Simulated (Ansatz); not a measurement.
System: rock-salt BaS. Method: BLYP (Ansatz, a quantum-chemistry and plane-wave program, PAW).

Numerical settings: plane-wave cutoff 520 eV, 10×10×10 k mesh, Fermi–Dirac smearing 0.01 eV, scalar-relativistic PAW data made under PBE.

Pressure at four volumes; x = ln(V/34.908 Å³). One pressure is withheld.

```
V (Å³/atom)        x  P (GPa)
-----------  -------  -------
32.814       -0.0619        ?
33.512       -0.0408    1.682
34.908        0.0000   -0.007
37.003        0.0583   -1.940
```

**Question.** Pass a parabola P(x) through the three rows shown, estimate the bulk modulus and its pressure derivative near zero pressure, and predict the withheld pressure.

**Answer.** Slopes between the rows: (-0.007 − (1.682))/(0.0000 − (-0.0408)) = -41.40 and (-1.940 − (-0.007))/(0.0583 − (0.0000)) = -33.16 GPa. Their difference over the span 0.0991 is c = 8.24/0.0991 = 83.1 GPa, so P(x) = 1.682 + (-41.40)(x − (-0.0408)) + 83.1 (x − (-0.0408))(x − (0.0000)). At the middle row B = −dP/dx = −[-41.40 + 83.1 × 0.0408] = 38.0 GPa, and B′ = dB/dP = 2c/B = 4.4. At x = -0.0619 the parabola gives 2.664 GPa; the run gives 2.677 GPa. The Birch–Murnaghan fit to the energies at all volumes has B0 = 37.8 GPa and B′ = 4.5.

Spin–orbit coupling is not included.
